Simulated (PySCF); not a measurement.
Species: hydrogen peroxide, H2O2.
SMILES with atom numbers: `[OH:1][OH:2]` (hydrogens: H3 on O1; H4 on O2)

Torsions of this conformer, `[OH:1][OH:2]`: H–O1–O2–H -119°.

The closed-shell ground state was solved at several levels (PySCF, density fitting, gas phase, non-relativistic). Geometry: PBE0-D3(BJ)/def2-SVP; no solvent, vibrations or thermal averaging.

```csv
level,basis functions,HOMO (eV),LUMO (eV),gap (eV),dipole (D)
PBE0/def2-SVP,38,-7.61,1.47,9.08,1.77
B3LYP/pcSseg-2,100,-7.83,0.06,7.89,1.70
PBE0/6-31G,22,-7.69,1.15,8.84,2.15
B97-D/pcSseg-2,100,-6.24,-0.71,5.53,1.65
B3LYP/pcJ-1,74,-7.53,0.62,8.15,1.82
BHandHLYP/pcSseg-2,100,-9.98,1.01,10.99,1.74
B3LYP/def2-SVPD,62,-7.95,-0.10,7.85,1.65
OPBE/pcSseg-2,100,-6.09,-0.62,5.47,1.63
KT3/pcSseg-2,100,-6.40,-0.83,5.57,1.61
PBE0/aug-cc-pVDZ,64,-8.09,-0.20,7.89,1.62
PBE0/STO-3G,12,-3.69,6.71,10.40,1.42
```

What might wB97X-D/pcSseg-2 (100 basis functions) give for the same quantities?

HOMO -10.06 eV, LUMO 2.38 eV, gap 12.44 eV, dipole 1.71 D.

Over all these levels, which gives the widest orbital gap and which the narrowest?

wB97X-D/pcSseg-2 (range-separated hybrid) has the widest, 12.44 eV, and OPBE/pcSseg-2 (GGA) the narrowest, 5.47 eV. The two share the basis. From the narrowest to the widest the HOMO moves by -3.97 eV and the LUMO by +3.00 eV.

How much does the basis alone move the frontier levels among the 4 PBE0 rows?

The HOMO by 4.40 eV and the LUMO by 6.91 eV. By rising basis size (HOMO, LUMO in eV): STO-3G -3.69, 6.71; 6-31G -7.69, 1.15; def2-SVP -7.61, 1.47; aug-cc-pVDZ -8.09, -0.20.

In the pcSseg-2 basis, how does the gap go with the fixed share of exact exchange?

OPBE (0 %) 5.47 eV; B97-D (0 %) 5.53 eV; KT3 (0 %) 5.57 eV; B3LYP (20 %) 7.89 eV; BHandHLYP (50 %) 10.99 eV. Each rise in the share widens the gap here.

How far do the dipole and the HOMO energy spread over the levels?

The dipole runs from 1.42 to 2.15 D (mean 1.71 D) and the HOMO from -10.06 to -3.69 eV.
